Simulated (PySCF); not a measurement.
# SF: a composite coupled-cluster curve

One table from this session's results is given with a row withheld; the runs are named, their logs left out.

Program: PySCF 2.14.0. Level of theory: CCSD(T) on ROHF, no relativity in the base curves; scalar relativity is added as a correction. These are calculated values, not measurements.

2 further runs of the same task are left out: 2 set aside as unsound or not needed.

Set-up of the first run:

```
molecule             : SF
state                : doublet, unpaired electrons π ↑
smaller basis        : S cc-pV(T+d)Z, F cc-pVTZ
larger basis         : S cc-pV(Q+d)Z, F cc-pVQZ
frozen core orbitals : 6
extrapolation        : correlation as n⁻³ (n = 3, 4), Hartree–Fock as (n+1)·exp(−9√n)
corrections          : core–valence correlation, scalar relativity
distances (Å)        : 1.4100, 1.4741, 1.5382, 1.6023, 1.6664, 1.7465, 1.8266
masses (u)           : 31.9721, 18.9984
dissociation limit   : S + F
```

Command:

```console
$ OMP_NUM_THREADS=4 python comp.py task.json out
```

One of the session's tables, all rows but one given; the rest of the session is left out.

Parts of the energy along the bond, in eV from S + F:

```
 R (Å)  HF/CBS  CCSD corr.      (T)  core–valence  relativity
1.4100  -1.078      -1.618  -0.1484       -0.0290      0.0126
1.4741       ?           ?        ?             ?           ?
1.5382  -1.676      -1.729  -0.1844       -0.0142      0.0111
1.6023  -1.667      -1.782  -0.2032       -0.0090      0.0099
1.6664  -1.533      -1.833  -0.2224       -0.0049      0.0086
1.7465  -1.245      -1.896  -0.2473       -0.0010      0.0070
1.8266  -0.872      -1.959  -0.2734        0.0019      0.0056
```

**Question.** Estimate the row for R (Å) = 1.4741.

Worked estimate for «HF/CBS». A straight line through the neighbours (1.4100, -1.078) and (1.5382, -1.676) gives -1.078 + (-1.676 + 1.078) × (1.4741 − 1.4100) / (1.5382 − 1.4100) = -1.377; a parabola fitted to 3 rows on both sides gives -1.480.

The run gave: HF/CBS: -1.504; CCSD corr.: -1.674; (T): -0.1661; core–valence: -0.0207; relativity: 0.0121. In «HF/CBS» the line misses by +0.127 and the parabola by +0.024.
